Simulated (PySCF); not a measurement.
# BClH3Na: the cost of one run

Programs: PySCF 2.14.0. All values are calculated, for the isolated system unless a continuum is named. Atoms count from 0, parts from 1.

## Step 1: The system as given

6 atoms, charge 0, multiplicity 1; geometry: GFN2-xTB. Parts: 1 = atoms 0–3, `B`, charge 0; 2 = atoms 4–5, `[Na][Cl]`, charge 0. In the given geometry B0 and Cl5 of different parts are bonded (1.92 Å), so values for the parts refer to these atom groups.

## Step 2: Relaxing the molecule at PBE0-D3(BJ)/def2-TZVPD

The job: settings as JSON, then the geometry in Å.

```
{"job": {"xc": "PBE0", "basis": "def2-TZVPD", "d3": "d3bj", "grid": 3, "kind": "geom", "shake": 0.01}, "charge": 0, "multiplicity": 1, "parts": [{"atoms": "0-3", "charge": 0, "multiplicity": 1}, {"atoms": "4-5", "charge": 0, "multiplicity": 1}]}
B     -0.585647     0.017712     0.569678
H     -0.580728    -0.790635    -0.278816
H     -0.473135     1.211931     0.054247
H      0.180000    -0.133356     1.457414
Na    -1.937090     2.166101     0.420258
Cl    -2.362276     0.062087     1.285957
```

The run is started by

```console
> OMP_NUM_THREADS=1 python cluster_run.py task.json out
```

One launch serves the whole session: the jobs run in the order shown.

Q: Estimate the wall time and peak memory of this first job on 1 thread of Arm Neoverse V2, shared host.

About 39 s, with a peak of 0.58 GiB.
